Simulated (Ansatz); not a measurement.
Input file:

```yaml
crystal:
  periodic: [false, false, false]
  atoms:
    - {symbol: Al, position_ang: [0.000000, 0.000000, 0.000000]}
    - {symbol: C, position_ang: [0.000000, 0.000000, 1.955903]}
basis:
  gaussian: {orbitals: cc-pVTZ}
magnetization: {spin_polarized: true, initial_magnetization: 1}
hamiltonian: {xc: {name: B2PLYP}}
correlation: {electrons: outside_noble_gas}
```

```sh
$ ansatz run in.yaml --threads 1 --pin off --events-out ev --progress --plain --max-ram 2393MiB
```

Log:

```
399 factors; integrals over basis functions are off by at most 1.4e-3 eV
mean field evaluation 1: about -7616.0106 eV, gradient 2.6e1 eV
mean field evaluation 2: about -7616.0484 eV, gradient 2.6e1 eV
mean field evaluation 4: about -7621.0931 eV, gradient 4.3e0 eV
mean field evaluation 8: about -7621.4220 eV, gradient 4.3e-1 eV
mean field evaluation 16: about -7621.5225 eV, gradient 6.6e-1 eV
mean field evaluation 32: about -7621.6149 eV, gradient 3.0e-2 eV
mean field evaluation 64: about -7621.6140 eV, gradient 8.2e-2 eV
mean field evaluation 96: about -7621.6149 eV, gradient 3.1e-5 eV
mean field evaluation 128: about -7622.7105 eV, gradient 4.9e-1 eV
mean field evaluation 160: about -7619.4032 eV, gradient 1.6e1 eV
mean field evaluation 192: about -7621.6486 eV, gradient 3.4e-3 eV
mean field evaluation 224: about -7622.7027 eV, gradient 9.5e-5 eV
mean field -7622.77118887 eV, -280.1316742909 hartree, gradient 1.8e-6 eV, S^2 1.832211; 12 other end points of the search recorded, 0 dependent functions left out
6 core orbitals not correlated: weight in the atoms' cores, before any rotation towards them, 1.000 or more for the frozen orbitals, at most 0.000 for the correlated occupied ones
reference -7622.77129926 eV, -280.1316783478 hartree; 4, 3 occupied and 54, 55 virtual orbitals, 399 factors
second order -4.49696496 eV of doubles, -0.00000000 eV of singles
Total energy: -7623.98547980 eV, -280.1762986596 hartree
```

Ran on 1 thread of Arm Neoverse V2, shared host: 14 s wall, 0.19 GiB peak host memory.
